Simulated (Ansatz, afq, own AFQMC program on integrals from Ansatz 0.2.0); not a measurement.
AuCH₅O, singlet: AFQMC among the cluster methods

```yaml
atoms:
  - { symbol: C, position_ang: [-1.0541, 1.2953, -0.6533] }
  - { symbol: Au, position_ang: [0.1942, -0.1511, -0.0408] }
  - { symbol: O, position_ang: [1.5957, -1.7768, 0.6515] }
  - { symbol: H, position_ang: [-2.0662, 0.8857, -0.7986] }
  - { symbol: H, position_ang: [-0.6997, 1.7167, -1.6074] }
  - { symbol: H, position_ang: [-1.1011, 2.1003, 0.0970] }
  - { symbol: H, position_ang: [1.0922, -2.5666, 0.8868] }
  - { symbol: H, position_ang: [2.0391, -1.5035, 1.4647] }
```

Basis def2-TZVP with its core potentials. Noble-gas cores (and the filled d shells of Ga–Kr and In–Xe) are frozen. AFQMC by an in-house program on the Cholesky factors that Ansatz 0.2.0 writes for its CCSD(T) run. ph-AFQMC/CISD is guided by a CISD state made of CCSD amplitudes; releasing the constraint for a short imaginary time cuts its bias at the price of noise, slowly where states lie close. Uncertainties: one standard error, sampling alone. No spin–orbit coupling. The metal's outer-core s and p shells are frozen, which shifts wave-function levels against functionals.

Determinant: RHF, the one that the program's search chose, which needn't be the lowest solution. The geometry is a PBE0/def2-SVP stationary point of this or a neighbouring charge and spin state.

No full CI on the walks' own integrals is used here. The released AFQMC energy serves as the reference, which it does only where one determinant dominates, the energy is flat over the last release times and near the phaseless one (40 meV or 2 meV an electron, half that with transition metals). On small molecules, where full CI could be run and the noise was under 10 meV, such values lay within 10 meV of it in 19 cases of 20, a flattering rate, since the rule was set on those same cases; what remains of the bias isn't in the error bar.

Cautions: no spin-orbit coupling; outer-core shells of the metal frozen; the released value is read at 1.20 1/Eh with a noise of 21 meV, more than in the cases checked (meV from the phaseless value at times in 1/Eh: -7 ± 9 at 0.24, -1 ± 14 at 0.48, -4 ± 14 at 0.80, 7 ± 21 at 1.20); released reference can be 30 meV off for metals.

- T1 diagnostic: 0.0147
- weight of the determinant in the CISD state: 0.804
- size of the correlated space: 26 electrons in 126 orbitals

| level | correlation energy (eV) |
| --- | --- |
| MP2 | -20.8314 |
| CCSD | -20.6954 |
| CCSD(T) | -21.3404 |

Q: Estimate where AFQMC with the constraint released lies against CCSD(T) on the same integrals.

A: 1.45 ± 0.78 mEh below CCSD(T). The gap is under twice the noise, so this walk alone can't tell the two apart.

Reference: AFQMC with the constraint released, correlation energy -21.380 ± 0.021 eV.

| level | E − E(reference) (mEh) | share of correlation (%) |
| --- | --- | --- |
| CCSD(T) | 1.45 ± 0.78 | 99.82 |
| ph-AFQMC/CISD | -0.25 ± 0.89 | 100.03 |

Released energies are given only where the last usable release times agree within the noise; a slower fall can still hide under it.
